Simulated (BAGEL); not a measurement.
# HF/def2-TZVPP (density fitting with qzvpp-jkfit) run of H2O2 (hydrogen peroxide)

Aim: the energy change on altering one bond length of H2O2 (hydrogen peroxide) at HF/def2-TZVPP (density fitting with qzvpp-jkfit), from 2 runs. 

The results are computed with BAGEL 1.2.2.

2 further runs of the same task are left out: 2 set aside as unsound or not needed.

**1. Starting point**

H2O2: 4 atoms, total charge 0, spin state singlet. As SMILES, `OO`. The coordinates come from a PBE0-D4/def2-TZVP relaxation.

Bond lengths: O1–O2 1.426 Å, O1–H3 0.965 Å, O2–H4 0.965 Å. Angles: O1–O2–H4 101.1°, O2–O1–H3 101.1°.

**2. A single-point energy at HF/def2-TZVPP (density fitting with qzvpp-jkfit)**

Input file input.json:

```json
{ "bagel": [

{
  "title": "molecule",
  "basis": "tzvpp",
  "df_basis": "qzvpp-jkfit",
  "angstrom": true,
  "geometry": [
    { "atom": "O", "xyz": [   -0.486800,   -0.581100,    0.030600 ] },
    { "atom": "O", "xyz": [    0.048300,    0.728400,    0.206900 ] },
    { "atom": "H", "xyz": [    0.186400,   -1.117000,    0.467400 ] },
    { "atom": "H", "xyz": [    0.252100,    0.969800,   -0.704900 ] }
  ]
},
{
  "title": "hf"
},
{
  "title": "print",
  "file": "orbitals.molden",
  "orbitals": true
}

]}
```

Launch:

```bash
$ BAGEL_NUM_THREADS=1 BAGEL input.json > input.out
```

What it wrote:

```text
* using 1 threads per process

  ===============================================================
  ===============================================================

  *** Geometry ***

  { "atom" : "O", "xyz" : [     -0.919919,     -1.098120,      0.057826 ] },
  { "atom" : "O", "xyz" : [      0.091274,      1.376477,      0.390984 ] },
  { "atom" : "H", "xyz" : [      0.352245,     -2.110824,      0.883258 ] },
  { "atom" : "H", "xyz" : [      0.476400,      1.832656,     -1.332068 ] },

  Number of auxiliary basis functions:      190

  Since a DF basis is specified, we compute 2- and 3-index integrals:
    o Being stored without compression. Storage requirement is 0.012 GB

  Number of basis functions:       90
  Number of electrons      :       18

    * METHOD: MOLECULE                             0.05

  *** RHF ***

  === Nuclear Repulsion ===
    37.2831187737

      * DIIS with orbital gradients will be used.

  === RHF iteration (tzvpp) ===
      0       -150.72237969          0.02207789           0.01
      1       -150.81617652          0.01122103           0.01
      2       -150.84507475          0.00137411           0.01
      3       -150.84565904          0.00032534           0.01
      4       -150.84570323          0.00007344           0.01
      5       -150.84570717          0.00001719           0.01
      6       -150.84570742          0.00000567           0.01
      7       -150.84570746          0.00000225           0.01
      8       -150.84570747          0.00000096           0.01
      9       -150.84570747          0.00000030           0.01
     10       -150.84570747          0.00000008           0.01
     11       -150.84570747          0.00000003           0.01
     12       -150.84570747          0.00000001           0.01
     13       -150.84570747          0.00000000           0.01
    * SCF iteration converged.

    * Permanent dipole moment:
           (   -0.631288,     0.211969,     0.341904) a.u.

    * METHOD: HF                                   0.19

    * METHOD: PRINT                                0.01

  ===============================================================
```

It took 0.4 s on 1 thread of Arm Neoverse V2, shared host.

**3. The distorted shape at the same level**

Input file job.json:

```json
{ "bagel" : [

{
  "title" : "molecule",
  "basis" : "tzvpp",
  "df_basis" : "qzvpp-jkfit",
  "angstrom" : true,
  "geometry" : [
    { "atom" : "O", "xyz" : [   -1.025388,   -0.152357,   -0.318858 ] },
    { "atom" : "O", "xyz" : [   -0.490288,    1.157143,   -0.142558 ] },
    { "atom" : "H", "xyz" : [    0.186400,   -1.117000,    0.467400 ] },
    { "atom" : "H", "xyz" : [   -0.286488,    1.398543,   -1.054358 ] }
  ]
},
{
  "title" : "hf"
},
{
  "title" : "print",
  "file" : "orbitals.molden",
  "orbitals" : true
}

]}
```

Launch:

```bash
$ BAGEL_NUM_THREADS=1 BAGEL job.json > job.out
```

What it wrote:

```text
* using 1 threads per process

  ===============================================================
  ===============================================================

  *** Geometry ***

  { "atom" : "O", "xyz" : [     -1.937702,     -0.287913,     -0.602554 ] },
  { "atom" : "O", "xyz" : [     -0.926510,      2.186683,     -0.269396 ] },
  { "atom" : "H", "xyz" : [      0.352245,     -2.110824,      0.883258 ] },
  { "atom" : "H", "xyz" : [     -0.541384,      2.642863,     -1.992448 ] },

  Number of auxiliary basis functions:      190

  Since a DF basis is specified, we compute 2- and 3-index integrals:
    o Being stored without compression. Storage requirement is 0.012 GB

  Number of basis functions:       90
  Number of electrons      :       18

    * METHOD: MOLECULE                             0.05

  *** RHF ***

  === Nuclear Repulsion ===
    34.7526964789

      * DIIS with orbital gradients will be used.

  === RHF iteration (tzvpp) ===
      0       -150.45217281          0.02426903           0.01
      1       -150.53586107          0.02161522           0.01
      2       -150.66655384          0.00301743           0.01
      3       -150.66992170          0.00180411           0.01
      4       -150.67135783          0.00053031           0.01
      5       -150.67161128          0.00017541           0.01
      6       -150.67164638          0.00006095           0.01
      7       -150.67165048          0.00002278           0.01
      8       -150.67165090          0.00001248           0.01
      9       -150.67165104          0.00000612           0.01
     10       -150.67165111          0.00000358           0.01
     11       -150.67165113          0.00000246           0.01
     12       -150.67165115          0.00000105           0.01
     13       -150.67165115          0.00000045           0.01
     14       -150.67165115          0.00000019           0.01
     15       -150.67165115          0.00000009           0.01
     16       -150.67165115          0.00000003           0.01
     17       -150.67165115          0.00000001           0.01
     18       -150.67165115          0.00000001           0.01
    * SCF iteration converged.

    * Permanent dipole moment:
           (   -0.741873,     0.221897,     0.273828) a.u.

    * METHOD: HF                                   0.24

    * METHOD: PRINT                                0.01

  ===============================================================
```

Wall time 0.46 s (1 thread of Arm Neoverse V2, shared host).

**4. Summary of results**

At HF/def2-TZVPP (density fitting with qzvpp-jkfit):

| quantity | value |
| --- | --- |
| first shape: total energy | -150.84571 Eh |
| first shape: dipole moment | 1.90 D |
| first shape: HOMO energy | -13.10 eV |
| first shape: LUMO energy | 3.62 eV |
| first shape: HOMO–LUMO gap | 16.72 eV |
| distorted shape: total energy | -150.67165 Eh |
| distorted shape: dipole moment | 2.09 D |
| distorted shape: HOMO energy | -11.49 eV |
| distorted shape: LUMO energy | -0.09 eV |
| distorted shape: HOMO–LUMO gap | 11.40 eV |
| energy change with the O1–H3 bond stretched from 0.965 to 1.737 Å | 4.736 eV |

What this shows: With the O1–H3 bond stretched from 0.965 to 1.737 Å the energy rises by 4.74 eV (109 kcal/mol). The first shape isn't relaxed at this level, so the change isn't measured from a minimum. A restricted reference can't describe the breaking bond well at this length.
